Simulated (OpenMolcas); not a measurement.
## How methods differ on SiHCl2 (SMILES Cl[SiH]Cl)

SiHCl2 has 4 atoms, charge 0, and is taken as a doublet. SMILES: `Cl[SiH]Cl`. Geometry: relaxed at PBE0-D4/def2-TZVP.

```xyz
4

Cl   -1.6466    0.1778    0.8894
Si    0.1876   -0.4142    0.2000
Cl    0.2509   -0.2813   -1.8417
H     1.2082    0.5177    0.7524
```

Each level gives the energy change with the Si2–Cl3 bond stretched from 2.047 to 4.094 Å (eV). The values are calculated.

```
             level                kind     program  value (eV)  less FCI/STO-3G
        UHF/STO-3G        Hartree–Fock  OpenMolcas        3.12            +0.02
     USVWN5/STO-3G                 LDA  OpenMolcas        3.93            +0.83
       UPBE/STO-3G                 GGA  OpenMolcas        3.49            +0.39
   U-r2SCAN/STO-3G            meta-GGA  OpenMolcas        3.66            +0.56
     UB3LYP/STO-3G       global hybrid  OpenMolcas        3.42            +0.32
CASSCF(3,3)/STO-3G      multireference  OpenMolcas        3.00            -0.10
        FCI/STO-3G  exact in the basis  OpenMolcas        3.10             0.00
```

FCI/STO-3G is exact within its basis and frozen core, so for wave-function methods in that basis the difference is their error; functionals converge differently with the basis, so for them it is only a difference. The first shape isn't each level's own minimum. The values span 3.00 to 3.93 eV. Spin contamination of the reference (⟨S²⟩ at least 0.1 too high) touches UHF/STO-3G. All rows use very small basis sets, so even the best lies far from the true value.
